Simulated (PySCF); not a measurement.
**Electric properties by functional and basis**

Compound: nitryl fluoride, FNO₂.
Numbering: `[O:1]=[N+:2]([O-:3])[F:4]`

PySCF, dipoles from the SCF density, polarisabilities from static response with core orbitals frozen. Isolated species at its PBE0-D3(BJ)/def2-SVP geometry, gas phase.

Q: How do dipole and polarisability depend on functional and basis here?

A: 

```tsv
level	μ (D)	error (%)	α (Å³)	anisotropy (Å³)
PBE0/def2-SVP	0.141	-69.7	2.27	1.93
PBE0/6-31+G*	0.220	-52.8	2.94	2.01
PBE0/aug-cc-pVDZ	0.216	-53.7	3.16	1.87
PBE0/def2-TZVP	0.179	-61.5	2.80	1.96
PBE0/def2-TZVPD	0.199	-57.3	3.25	1.86
PBE0/aug-cc-pVTZ	0.202	-56.6	3.24	1.86
```

Reference dipole: 0.466 D (measured, gas; NIST CCCBDB Release 22 (SRD 101), experimental dipoles). The anisotropy is √(½[(α1 − α2)² + (α2 − α3)² + (α3 − α1)²]). For the dipole, the smallest error is 52.8% (PBE0/6-31+G*) and the largest 69.7% (PBE0/def2-SVP). Even the closest misses by 53%. The dipole runs from 0.14 D (PBE0/def2-SVP) to 0.22 D (PBE0/6-31+G*). No reference polarisability is at hand; against PBE0 in the largest diffuse basis at hand (aug-cc-pVTZ) the other PBE0 rows deviate by def2-SVP -30%, 6-31+G* -9%, aug-cc-pVDZ -2%, def2-TZVP -13%, def2-TZVPD +1%. With PBE0 the polarisability is 2.54 Å³ without diffuse functions (mean of def2-SVP and def2-TZVP) and 3.15 Å³ with them (mean of 6-31+G*, aug-cc-pVDZ, def2-TZVPD and aug-cc-pVTZ). Measured values can belong to vibrating molecules; the computed ones are for one fixed geometry.
